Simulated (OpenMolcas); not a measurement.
**One shape, several levels: doublet [SiH2]+**

We compute a comparison of 6 runs (ROHF/6-31G*, UHF/6-31G*, UB3LYP/6-31G*, UM06-2X/6-31G*, ROMP2/6-31G*, ROCCSD(T)/6-31G*) of doublet [SiH2]+. 

The results are computed with OpenMolcas 26.06.

**1. Starting point**

[SiH2]+ has 3 atoms, charge +1, and is taken as a doublet. As SMILES of the parent species, `[SiH2]`. The coordinates come from a PBE0-D4/def2-TZVP relaxation. That shape belongs to the parent species and isn't relaxed for this state.

Bond lengths: Si1–H2 1.525 Å, Si1–H3 1.525 Å. Angles: H2–Si1–H3 91.2°.

**2. A single-point energy at ROHF/6-31G(d) (spherical functions) (run 1)**

The input, step1.inp:

```
* H2Si Hartree-Fock

&GATEWAY
  BasLib = $CurrDir
  Coord
  3
  angstrom
  Si      -0.491200       0.468600      -0.213600
  H        0.840300       0.578600       0.522500
  H       -0.349100      -1.047200      -0.308900
  Basis = 6-31Gs
  Group = NoSym

&SEWARD

&SCF
  UHF
  Charge = 1
  Spin = 2
  PrOrbitals = 1 1

&RASSCF
  FileOrb = $Project.UnaOrb
  Spin = 2
  Nactel = 1 0 0
  Inactive = 7
  Ras2 = 1
  OutOrbitals = Canonical
  OrbListing = Nothing
```

The basis set 6-31G* is read from a file made from the Basis Set Exchange's data (not shown).

Launch:

```
$ export MOLCAS_MEM=1860
$ pymolcas step1.inp > step1.log
```

Output:

```text
--- Start Module: gateway ---
[...]
--- Stop Module: gateway /rc=_RC_ALL_IS_WELL_ ---
[...]
      Basis functions           22
[...]
--- Start Module: scf ---
[...]
       Convergence after  13 Iterations
[...]
::    Total SCF energy                               -289.6885665136
[...]
      Total spin, S                                     0.5034292504
[...]
--- Stop Module: scf /rc=_RC_ALL_IS_WELL_ ---
[...]
--- Start Module: rasscf ---
[...]
      Number of active orbitals                  1
[...]
      Spin quantum number                      0.5
[...]
      Active orbitals                            1
[...]
      Number of CSFs                             1
[...]
      Number of root(s) required                 1
[...]
      Convergence after  8 iterations
[...]
      printout of CI-coefficients larger than  0.05 for root  1
      energy=    -289.686802
      conf/sym  1     Coeff  Weight
             1  u   1.00000 1.00000
      Natural orbitals and occupation numbers for root  1
      sym 1:   1.000000
      ************************************************************************************************************************
      *                                                    Final results                                                     *
[...]
::    RASSCF root number  1 Total energy:   -289.68680151
[...]
      Total electronic charge=   15.000000
      Total            charge=    1.000000
[...]
      Dipole Moment (debye):
      Origin of the operator (angstrom)=   -0.4417    0.4214   -0.1921
                   X= -4.1740E-01               Y=  3.9821E-01               Z= -1.8151E-01           Total=  6.0476E-01
      Center of Charge (angstrom)
[...]
--- Stop Module: rasscf /rc=_RC_ALL_IS_WELL_ ---
[...]
```

It took 3.9 s on 1 thread of Intel Xeon Platinum 8259CL at 2.50GHz (Skylake/Cascade Lake), shared host; peak memory 0.37 GiB.

**3. A single-point energy at UHF/6-31G(d) (spherical functions) (run 2)**

The input, run.inp:

```
&GATEWAY
BasLib = $CurrDir
Coord
3
angstrom
Si      -0.491200       0.468600      -0.213600
H        0.840300       0.578600       0.522500
H       -0.349100      -1.047200      -0.308900
Basis = 6-31Gs
Group = NoSym
&SEWARD
&SCF
UHF
Charge = 1
Spin = 2
Thresholds = 1e-10 1e-07 1e-07 1e-05
PrOrbitals = 1 1
```

The basis set 6-31G* is read from a file made from the Basis Set Exchange's data (not shown).

Launch:

```
$ export MOLCAS_MEM=1860
$ pymolcas run.inp > run.log
```

Output:

```text
--- Start Module: gateway ---
[...]
--- Stop Module: gateway /rc=_RC_ALL_IS_WELL_ ---
--- Start Module: seward ---
[...]
      Basis functions           22
--- Stop Module: seward /rc=_RC_ALL_IS_WELL_ ---
--- Start Module: scf ---
[...]
       Convergence after  14 Iterations
[...]
::    Total SCF energy                               -289.6885665136
[...]
      Total spin, S                                     0.5034292503
[...]
      Total electronic charge=   15.000000
      Total            charge=    1.000000
[...]
      Dipole Moment (debye):
      Origin of the operator (angstrom)=   -0.4417    0.4214   -0.1921
                   X= -3.8925E-01               Y=  3.7136E-01               Z= -1.6926E-01           Total=  5.6398E-01
      Center of Charge (angstrom)
[...]
--- Stop Module: scf /rc=_RC_ALL_IS_WELL_ ---
[...]
```

Wall time 2.4 s (1 thread of Intel Xeon Platinum 8259CL at 2.50GHz (Skylake/Cascade Lake), shared host); peak memory 0.37 GiB.

Runs 3 to 4 aren't shown in full; the table further down has their settings and results.

**4. A single-point energy at ROMP2/6-31G(d) (spherical functions) (run 5)**

The input, run.inp:

```
&GATEWAY
  BasLib = $CurrDir
  Coord
  3
  angstrom
  Si      -0.491200       0.468600      -0.213600
  H        0.840300       0.578600       0.522500
  H       -0.349100      -1.047200      -0.308900
  Basis = 6-31Gs
  Group = NoSym

&SEWARD

&SCF
  UHF
  Charge = 1
  Spin = 2
  Thresholds = 1e-10 1e-07 1e-07 1e-05
  PrOrbitals = 1 1

&RASSCF
  FileOrb = $Project.UnaOrb
  Spin = 2
  Nactel = 1 0 0
  Inactive = 7
  Ras2 = 1
  OutOrbitals = Canonical
  OrbListing = Nothing

&CASPT2
  IPEA = 0.0
  Frozen = 5
```

The basis set 6-31G* is read from a file made from the Basis Set Exchange's data (not shown).

Launch:

```
$ export MOLCAS_MEM=1860
$ pymolcas run.inp > run.log
```

Output:

```text
--- Start Module: gateway ---
[...]
--- Stop Module: gateway /rc=_RC_ALL_IS_WELL_ ---
[...]
      Basis functions           22
[...]
       Convergence after  14 Iterations
[...]
::    Total SCF energy                               -289.6885665136
[...]
      Total spin, S                                     0.5034292503
[...]
--- Start Module: rasscf ---
[...]
      Number of active orbitals                  1
[...]
      Spin quantum number                      0.5
[...]
      Active orbitals                            1
[...]
      Number of CSFs                             1
[...]
      Number of root(s) required                 1
[...]
      Convergence after  8 iterations
[...]
      printout of CI-coefficients larger than  0.05 for root  1
      energy=    -289.686802
      conf/sym  1     Coeff  Weight
             1  u   1.00000 1.00000
      Natural orbitals and occupation numbers for root  1
      sym 1:   1.000000
      ************************************************************************************************************************
      *                                                    Final results                                                     *
[...]
::    RASSCF root number  1 Total energy:   -289.68680151
[...]
      Total electronic charge=   15.000000
      Total            charge=    1.000000
[...]
      Dipole Moment (debye):
      Origin of the operator (angstrom)=   -0.4417    0.4214   -0.1921
                   X= -4.1740E-01               Y=  3.9821E-01               Z= -1.8151E-01           Total=  6.0476E-01
      Center of Charge (angstrom)
[...]
--- Stop Module: rasscf /rc=_RC_ALL_IS_WELL_ ---
--- Start Module: caspt2 ---
[...]
      E2 (Variational):          -0.0525977434
      Total energy:            -289.7393992563
[...]
      Reference weight:           0.97222
[...]
::    CASPT2 Root  1     Total energy:   -289.73939926
[...]
```

Run time: 3.6 s. Hardware: 1 thread of Intel Xeon Platinum 8259CL at 2.50GHz (Skylake/Cascade Lake), shared host; peak memory 0.37 GiB.

**5. The energy at ROCCSD(T)/6-31G(d) (spherical functions) (run 6)**

The input, run.inp:

```
* H2Si CCSD(T)
&GATEWAY
BASLIB=$CurrDir
COORD
3
angstrom
Si      -0.491200       0.468600      -0.213600
H        0.840300       0.578600       0.522500
H       -0.349100      -1.047200      -0.308900
BASIS=6-31Gs
GROUP=NoSym
&SEWARD
&SCF
UHF
CHARGE=1
SPIN=2
THRESHOLDS=1e-10 1e-07 1e-07 1e-05
PRORBITALS=1 1
&RASSCF
FILEORB=$Project.UnaOrb
SPIN=2
NACTEL=1 0 0
INACTIVE=7
RAS2=1
OUTORBITALS=Canonical
ORBLISTING=Nothing
&MOTRA
JOBIPH
FROZEN=5
&CCSDT
CCT
TRIPLES=3
ITERATIONS=80
ACCURACY=1e-08
EXTRAPOLATION=5 4
```

The basis set 6-31G* is read from a file made from the Basis Set Exchange's data (not shown).

Launch:

```
$ export MOLCAS_MEM=1860
$ pymolcas run.inp > run.log
```

Output:

```text
--- Start Module: gateway ---
[...]
--- Stop Module: gateway /rc=_RC_ALL_IS_WELL_ ---
[...]
      Basis functions           22
[...]
       Convergence after  14 Iterations
[...]
::    Total SCF energy                               -289.6885665136
[...]
      Total spin, S                                     0.5034292503
[...]
      Number of active orbitals                  1
[...]
      Spin quantum number                      0.5
[...]
      Active orbitals                            1
[...]
      Number of CSFs                             1
[...]
      Number of root(s) required                 1
[...]
      Convergence after  8 iterations
[...]
      printout of CI-coefficients larger than  0.05 for root  1
      energy=    -289.686802
      conf/sym  1     Coeff  Weight
             1  u   1.00000 1.00000
      Natural orbitals and occupation numbers for root  1
      sym 1:   1.000000
      ************************************************************************************************************************
      *                                                    Final results                                                     *
[...]
::    RASSCF root number  1 Total energy:   -289.68680151
[...]
      Total electronic charge=   15.000000
      Total            charge=    1.000000
[...]
      Dipole Moment (debye):
      Origin of the operator (angstrom)=   -0.4417    0.4214   -0.1921
                   X= -4.1740E-01               Y=  3.9821E-01               Z= -1.8151E-01           Total=  6.0476E-01
      Center of Charge (angstrom)
[...]
--- Start Module: motra ---
[...]
--- Start Module: ccsdt ---
[...]
      Convergence after                    15  Iterations
      Total energy (diff) :    -289.75708999       0.00000001
[...]
 METHOD                       : CCSD+T(CCSD)+<T3(1)WT1>+<T3(1)UT2> = CCSD(T)
[...]
       CCSD     =      -289.7570899945489
[...]
```

It took 5.4 s on 1 thread of Intel Xeon Platinum 8259CL at 2.50GHz (Skylake/Cascade Lake), shared host; peak memory 0.37 GiB.

**6. The series**

```
run                                   level  SCF convergence threshold  integration grid  energy (Eh)  wall time
  1       ROHF/6-31G* (spherical functions)                          –                 –  -289.686802      3.9 s
  2        UHF/6-31G* (spherical functions)                      1e-10                 –  -289.688567      2.4 s
  3     UB3LYP/6-31G* (spherical functions)                      1e-10         UltraFine  -290.264265      7.5 s
  4    UM06-2X/6-31G* (spherical functions)                      1e-10         UltraFine  -290.214189      9.3 s
  5      ROMP2/6-31G* (spherical functions)                      1e-10                 –  -289.739399      3.6 s
  6  ROCCSD(T)/6-31G* (spherical functions)                      1e-10                 –  -289.758520      5.4 s
```

**7. Results**

```
             quantity          value
  run 6: total energy  -289.75852 Eh
run 6: (T) correction      -1.43 mEh
```

What this shows: Totals of different functionals can't be ranked against each other. All runs together took 32 s, the longest 9.3 s.
